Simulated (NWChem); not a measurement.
Molecule: ammonia (NH₃); SMILES N

Computed with NWChem. Pople sets run with spherical d functions. STO-3G and 3-21G are far too small for this property and stand as cheap habits. The geometry was optimised at PBE0/def2-SVP. B3LYP is NWChem's, with the RPA form of VWN correlation. Field at 589 nm.

```tsv
level	isotropic polarisability (bohr³)	anisotropy (bohr³)
B3LYP/STO-3G	4.0	4.1
B3LYP/6-31G*	8.5	3.8
B3LYP/def2-SVP	8.8	3.0
B3LYP/def2-SVPD	14.0	0.8
B3LYP/aug-cc-pVDZ	14.7	2.1
B3LYP/def2-TZVPD	14.7	1.7
```
